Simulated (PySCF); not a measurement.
Problem. Write a Z-matrix for InChI=1S/C3H3P2/c1-2-5-3-4-1/h1-3H/q-1 as optimised with PBE0-D3(BJ)/def2-SVP. (Charge -1.)

Solution. 
Z-matrix in Å and degrees, rows numbered from 1:
```
C 
C   1  1.3901
P   2  1.7608  1  117.03
C   3  1.7444  2   93.98  1    -0.06
P   4  1.7445  3  117.99  2     0.08
H   1  1.0984  2  121.70  3  -179.94
H   2  1.0983  1  121.68  3   179.91
H   4  1.0968  3  121.02  2   179.97
```

The 5-membered ring C1–C2–P3–C4–P5 has internal angles of 94.0° to 118.0° (sum 540°, against 540° for a flat polygon); it is planar, 0.00 Å rms from its mean plane, widest ring torsion 0°. C1 (aromatic CH carbon) is planar (angles 121.7°, 121.3° and 117.0°, sum 360.0°, 0.00 Å off the plane of its three neighbours). P3 (phosphorus bonded to 2 C) is bent (angle 94.0°). C4 (aromatic CH carbon) is planar (angles 121.0°, 121.0° and 118.0°, sum 360.0°, 0.00 Å off the plane of its three neighbours).

Method: PBE0-D3(BJ)/def2-SVP geometry optimisation, gas phase in PySCF 2.14.0.

Point group: C2v (every atom within 0.08 Å of its image). PBE0-D3(BJ)/def2-SVP frequencies: not computed here.
